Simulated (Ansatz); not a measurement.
in.yaml

```yaml
crystal:
  periodic: [false, false, false]
  atoms:
    - {symbol: P, position_ang: [0.000000, -0.744588, 1.759041]}
    - {symbol: Ge, position_ang: [0.000000, 0.588281, 0.024091]}
    - {symbol: P, position_ang: [0.000000, -0.643960, -1.905161]}
    - {symbol: H, position_ang: [0.000000, 0.273623, 2.754085]}
basis:
  gaussian: {orbitals: cc-pVDZ}
total_charge: 1
magnetization: {spin_polarized: false, initial_magnetization: 4}
correlation: {method: ccsd_t, electrons: valence, diis_vectors: 2}
```

```sh
$ ansatz run in.yaml --threads 1 --pin off --events-out ev --progress --plain --max-ram 2393MiB
```

Problem. Roughly how long does this take on 1 thread of Arm Neoverse N1, shared host, and how much host memory?

Solution. 27 s wall and 0.27 GiB.

```
759 factors; integrals over basis functions are off by at most 8.3e-4 eV
mean field evaluation 1: about -75022.5532 eV, gradient 9.5e0 eV
mean field evaluation 2: about -75022.5612 eV, gradient 9.5e0 eV
mean field evaluation 4: about -75023.3896 eV, gradient 2.2e0 eV
mean field evaluation 8: about -75023.4446 eV, gradient 3.4e-3 eV
mean field evaluation 16: about -75023.4348 eV, gradient 2.5e-1 eV
mean field evaluation 32: about -75021.6079 eV, gradient 3.4e0 eV
mean field evaluation 64: about -75021.8612 eV, gradient 4.5e0 eV
mean field evaluation 96: about -75019.9525 eV, gradient 3.4e0 eV
mean field evaluation 128: about -75022.0015 eV, gradient 1.5e0 eV
mean field evaluation 160: about -75021.1228 eV, gradient 9.3e-1 eV
mean field evaluation 192: about -75017.3557 eV, gradient 2.9e-1 eV
mean field -75023.44462299 eV, -2757.0607371777 hartree, gradient 5.0e-6 eV, S^2 6.000000; 5 other end points of the search recorded, 0 dependent functions left out
mean field evaluation 224: about -75023.5476 eV, gradient 1.5e0 eV
determinant -75023.44462299 eV, -2757.0607371777 hartree, with singles and doubles -75031.55989537 eV, -2757.3589679369 hartree
determinant -75022.09779153 eV, -2757.0112420343 hartree, with singles and doubles -75030.72495506 eV, -2757.3282844464 hartree
determinant -75021.10269171 eV, -2756.9746727905 hartree, with singles and doubles -75029.46625162 eV, -2757.2820279481 hartree
19 core orbitals not correlated: weight in the atoms' cores, before any rotation towards them, 1.000 or more for the frozen orbitals, at most 0.000 for the correlated occupied ones
reference -75023.44462299 eV, -2757.0607371777 hartree; 14, 10 occupied and 35, 39 virtual orbitals, 759 factors
second order -6.71182722 eV of doubles, -0.15298642 eV of singles
cycle   1  -8.11491307 eV  change    3.6e-4 eV  update   1.4e-3
cycle   2  -8.11536323 eV  change   -4.5e-4 eV  update   1.0e-3
cycle   3  -8.11509223 eV  change    2.7e-4 eV  update   4.6e-4
cycle   4  -8.11520036 eV  change   -1.1e-4 eV  update   1.9e-4
cycle   5  -8.11541277 eV  change   -2.1e-4 eV  update   9.7e-5
cycle   6  -8.11552144 eV  change   -1.1e-4 eV  update   4.3e-5
cycle   7  -8.11554802 eV  change   -2.7e-5 eV  update   2.3e-5
cycle   8  -8.11556434 eV  change   -1.6e-5 eV  update   1.5e-5
perturbative correction -0.32455975 eV, -0.0119273509 hartree
Total energy: -75031.88474708 eV, -2757.3709060171 hartree
```
